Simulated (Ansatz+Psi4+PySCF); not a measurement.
# singlet F2: levels of theory in one basis

```xyz
2

F     0.0000    0.0000    0.8524
F     0.0000    0.0000   -0.8524
```

Basis set: cc-pVTZ (spherical functions). Correlated methods keep 2 orbitals frozen. Charge 0, multiplicity 1.

Computed with Ansatz (development build ahead of 0.2.0) and Psi4 1.11; each method stands on the lowest determinant of its kind that the runs found.

```csv
method,E − E(RHF) (eV),<S²> of the determinant
RHF,0.00,0.00
RHF-MP2,-15.16,–
RHF-CCSD,-15.27,–
RHF-CCSD(T),-16.04,–
```

Caution: stretched shape with no unrestricted run beside it, a lower state can exist; unrestricted orbitals would lower the determinant. Caution for RHF-MP2, RHF-CCSD, RHF-CCSD(T): large amplitudes, a single reference is doubtful. Caution for RHF-CCSD, RHF-CCSD(T): the amplitudes may be one of several solutions.
